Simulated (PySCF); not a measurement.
CH2F2, charge +1, multiplicity 2. Atoms are numbered in the order given.

```xyz
5

F     -1.0869     0.0000     0.2725
C      0.0000     0.0000    -0.4053
F      1.0869     0.0000     0.2725
H      0.0000    -0.8244    -1.2363
H      0.0000     0.8244    -1.2363
```
Charge +1, spin multiplicity 2.

Geometry optimised at B3LYP-D3(BJ)/def2-TZVP. The multiplicity is an assumed one; other spin states were not compared.

These are ωB97X/def2-TZVPD run with PySCF values and carry that method's errors.

Mulliken values depend strongly on the basis, most of all with diffuse functions as here. ESP charges are fitted to the potential on shells at 1.4 to 2.0 van der Waals radii. Atomic charges (e):

```csv
atom,Mulliken,ESP fit,Mulliken spin
F1,-0.02,0.06,0.18
C2,0.35,0.31,0.23
F3,-0.02,0.06,0.18
H4,0.34,0.28,0.20
H5,0.34,0.28,0.20
```
